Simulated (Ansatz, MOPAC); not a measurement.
Gas-phase reaction in SMILES: CNC [N-methylmethanamine] → [CH3] (CH3) + [NH]C (CH4N) (the C-N bond breaks)

Wanted: bond dissociation energy (enthalpy at 298 K), in kcal/mol. Conventions: 6-31G* and kin with 6d, 5d where marked; PM7 with its own dispersion and hydrogen-bond terms; dispersion terms only where a functional's name holds one; UHF or UKS for open shells; valence correlation only; no spin-orbit coupling; non-relativistic. CBS marks a two-point X^-3 extrapolation of the correlation energy; Hartree-Fock from the larger set. [CCSD(T)-MP2]/basis is that difference in the basis named. Ab initio and DFT rows: single points at B3LYP-D3(BJ) geometries (Ansatz, a first-principles code), with unscaled harmonic terms from B3LYP/6-31G* at its own minima. Semi-empirical rows: MOPAC heats of formation at their own minima for 298 K.

```
species       coefficient  E at MP2/6-31G* (Ansatz), Eh  E at PBE0/def2-TZVPD (Ansatz), Eh  H(298 K) - E, kcal/mol  heat of formation at PM7 (MOPAC), kcal/mol
------------  -----------  ----------------------------  ---------------------------------  ----------------------  ------------------------------------------
CNC                    -1                    -134.66510                         -135.04791                   61.69                                       -4.25
[CH3] (CH3)            +1                     -39.66875                          -39.79919                   21.26                                       27.97
C[NH] (CH4N)           +1                     -94.85308                          -95.11400                   33.54                                       33.10
```

Coupled cluster (Ansatz) is a level with limits of its own, used here on species with T1 under 0.025 (0.045 for open shells) and stable references: RI-MP2/CBS(aug-cc-pVTZ,aug-cc-pVQZ)+[CCSD(T)-MP2]/aug-cc-pVTZ. Value to compare with, RI-MP2/CBS(aug-cc-pVTZ,aug-cc-pVQZ)+[CCSD(T)-MP2]/aug-cc-pVTZ (Ansatz): 81.4 kcal/mol. 1 Eh = 627.5095 kcal/mol.

Question: Compute it at each level from the table, and compare with RI-MP2/CBS(aug-cc-pVTZ,aug-cc-pVQZ)+[CCSD(T)-MP2]/aug-cc-pVTZ (Ansatz).

Answer: 
- MP2/6-31G*: the sum of coefficient times E is 0.14327 Eh, or 89.90 kcal/mol; the thermal terms add -6.89. Result: 83.0 kcal/mol. Its difference against RI-MP2/CBS(aug-cc-pVTZ,aug-cc-pVQZ)+[CCSD(T)-MP2]/aug-cc-pVTZ (Ansatz) is 1.6 kcal/mol.
- PBE0/def2-TZVPD: the sum of coefficient times E is 0.13472 Eh, or 84.54 kcal/mol; the thermal terms add -6.89. Result: 77.6 kcal/mol. Its difference against RI-MP2/CBS(aug-cc-pVTZ,aug-cc-pVQZ)+[CCSD(T)-MP2]/aug-cc-pVTZ (Ansatz) is -3.8 kcal/mol.
- PM7: the sum of coefficient times heat of formation is 65.32 kcal/mol; it needs no thermal term. Its difference against RI-MP2/CBS(aug-cc-pVTZ,aug-cc-pVQZ)+[CCSD(T)-MP2]/aug-cc-pVTZ (Ansatz) is -16.1 kcal/mol.
